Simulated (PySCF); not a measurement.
# CH5NSi: the cost of one run

The runs use PySCF 2.14.0, with density-fitted response routines of our own; the level of theory stands in each step. All values are computed, except where a source is named. Atoms count from 0, in the outputs and in this text.

## 1. Starting geometry

8 atoms, charge 0, multiplicity 1; geometry from: GFN2-xTB. The atoms were then displaced at random by about 0.01 Å, so the start is not that level's minimum.

Bonds of the start (Å): C0–N1 1.26, N1–Si2 1.74, C0–H3 1.12, C0–H4 1.06, Si2–H5 1.46, Si2–H6 1.45, Si2–H7 1.47.

## 2. Optimising the geometry at PBE0-D3(BJ)/def2-SVP

What the job is given:

```
{"job": {"xc": "PBE0", "basis": "def2-SVP", "d3": "d3bj", "grid": 1, "shake": 0.01, "kind": "geom"}, "charge": 0, "multiplicity": 1}
C      1.558470    -0.142590     0.020700
N      0.400460    -0.335650     0.487310
Si    -1.221390     0.069660     0.009530
H      1.772850     0.443690    -0.907290
H      2.412590    -0.508540     0.521950
H     -1.698910     0.837340     1.160310
H     -1.823230    -1.238850    -0.122820
H     -1.345710     0.855810    -1.222160
```

On the command line:

```sh
OMP_NUM_THREADS=1 python probes_run.py task.json out
```

The driver reads the jobs from task.json and runs them one after another.

Q: Estimate the wall time and peak memory of this first job on 1 thread of Arm Neoverse V1, shared host.

About 11 s, with a peak of 0.31 GiB.
